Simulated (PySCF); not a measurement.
**C2H2F2O2: full NMR table**

| Property | Result |
| --- | --- |
| Formula | C2H2F2O2 |
| SMILES | O=C(O)C(F)F |
| Point group of the computed structure | C1 |
| Degrees of unsaturation | 1 |
| Carbon signals | 2 |
| Proton signals | 2 |

Numbering as in the mapped SMILES `[O:1]=[C:2]([OH:3])[CH:4]([F:5])[F:6]`. Hydrogens are named by the atom that carries them.

All values are calculated (PySCF): shieldings: GIAO B97-2/pcSseg-2, geometry: PBE0-D3(BJ)/def2-TZVP. Non-relativistic Hamiltonian, gas phase, single conformer, one averaged value for each set of equivalent atoms.

Referencing at the same level of theory: 1H and 13C vs TMS; 19F vs CFCl3; H2O for 17O.

| carbon | δC, type | δH (multiplicity) | HMBC from (2–3 bonds) | span of the C tensor (ppm) |
| --- | --- | --- | --- | --- |
| C2 | 170.0, C | – | H(C4) | 159 |
| C4 | 113.9, CH | 6.00 (m) | – | 43 |

Other nuclei:
```csv
atoms,nucleus,environment,δ (ppm),σ (ppm)
H(O3),1H,hydrogen on an acid hydroxyl oxygen,6.33,25.30
F5/F6,19F,fluorine of a CF2 group,-141.1,317.0
O1,17O,carbonyl oxygen,419.0,-91.3
O3,17O,acid hydroxyl oxygen,195.3,132.3
```

1. Carbon types of the structure: 1 × C, 1 × CH, leaving 1 H on heteroatoms.
2. δC 170.0: carboxylic acid carbon; lone-pair donation from the attached heteroatom keeps it upfield of a ketone carbonyl.
3. δC 113.9: sp3 CH bonded to 2 F, α to a carbonyl; 2 electronegative neighbours deshield it.
4. δH 6.33: hydrogen on an acid hydroxyl oxygen; exchangeable, gas-phase position.
5. δH 6.00: hydrogen on an sp3 CH bonded to 2 F, α to a carbonyl; its carbon carries F, hence the downfield position.

Exchangeable OH/NH protons stand at their gas-phase positions; hydrogen bonding in a real sample shifts them, mostly to higher δ. Splittings by 19F in the carbon and heteronuclear signals aren't shown, as no couplings were computed. Shifts are as computed. Against solution values, carbons near 30 ppm lie about +3 ppm off and those near 130 ppm about +7 ppm. Of 1211 compounds with measured shifts, 218 miss one by over three times the rms of a fit or turn the order of signals round; such compounds aren't used in these exercises. In solution the two oxygens of a carboxylic acid exchange roles by proton transfer and give one 17O line. Hydrogen bonding in solution shields acid and N–H amide carbonyl oxygens by tens of ppm. Hydrogen bonding in solution deshields acid and N–H amide carbonyl carbons by as much as 10 ppm beyond these values. Unscaled 19F shifts against computed CFCl3 carry errors that often reach 10 to 50 ppm. Unscaled 17O shifts of doubly bonded oxygen tend to come out too high, by tens of ppm or more. Experimental scales use liquid or dissolved standards, which lie at an offset from isolated H2O (liquid H2O: subtract about 36 ppm).
